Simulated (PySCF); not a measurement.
Predicted microwave data (PBE0-D3(BJ)/def2-SVP geometry optimisation, gas phase in PySCF) for one isomer of C3HF2N:

```
Rotational constants : A = 4628, B = 3420, C = 1967 MHz
Dipole components    : |μa| = 2.74 D, |μb| = 2.07 D, |μc| = 0.00 D
Inertial defect      : 0.00 u·Å²
κ                    : 0.09
```

Question: Which structure is it? (One computed conformer of each.)
A. `N#C/C(F)=C\F`
B. `FC(=CC#N)F`

Answer: A. It is N#C/C(F)=C\F, an asymmetric top, point group Cs. The candidates at the same level (rigid rotor, commonest isotopes):

| SMILES | A (MHz) | B (MHz) | C (MHz) | μa (D) | μb (D) | μc (D) | Δ (u·Å²) | point group | rotor |
| --- | --- | --- | --- | --- | --- | --- | --- | --- | --- |
| N#C/C(F)=C\F | 4628 | 3420 | 1967 | 2.74 | 2.07 | 0.00 | 0.00 | Cs | asymmetric top |
| N#CC=C(F)F | 10592 | 2213 | 1830 | 3.06 | 1.52 | 0.00 | 0.00 | Cs | near-prolate asymmetric top |

`N#CC=C(F)F` has A 129 % too high. In the right answer the mirror of this Cs structure is the ab plane, so μc vanishes by symmetry. No structure here is proved a minimum.
